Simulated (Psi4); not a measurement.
The standard entropy of C2H2 (acetylene) from a frequency calculation

A linear singlet with charge 0, relaxed at PBE0-D4/def2-TZVP (density fitting) (Psi4 1.11):

```xyz
4

C     0.0000    0.0000   -0.5985
C     0.0000    0.0000    0.5985
H     0.0000    0.0000   -1.6633
H     0.0000    0.0000    1.6633
```

Harmonic wavenumbers in cm⁻¹: 636, 636, 772, 772, 2085, 3427, 3528.

Masses in u: C 12.011, H 1.008. Take T = 298.15 K, p = 1 bar, R = 8.3145 J/(mol K), kT/hc = 207.22 cm⁻¹, rigid rotor and harmonic oscillator.

Q: Work out S° at 298 K.

A: 
1. Translation (Sackur–Tetrode): S = R[3/2 ln M + 5/2 ln T − 1.1517] with M = 26.038 gives 149.5 J/(mol K).
2. Rotation: the moment of inertia is 14.182 u Å², so B = 16.8576/I = 1.1887 cm⁻¹; σ = 2; q = kT/(σhcB) = 87.2; S = R(ln q + 1) = 45.5.
3. Vibration: with u = ν̃/207.22, each mode gives R[u/(eᵘ − 1) − ln(1 − e⁻ᵘ)]; the sum is 5.2, most from 636 cm⁻¹ (1.6), 636 cm⁻¹ (1.6), 772 cm⁻¹ (1.0).
4. Spin: R ln 1 = 0.0.
5. Sum: 149.5 + 45.5 + 5.2 + 0.0 = 200.2 J/(mol K).

The tabulated value is 200.9 J/(mol K) (CRC Handbook of Chemistry and Physics): the model is off by -0.7.
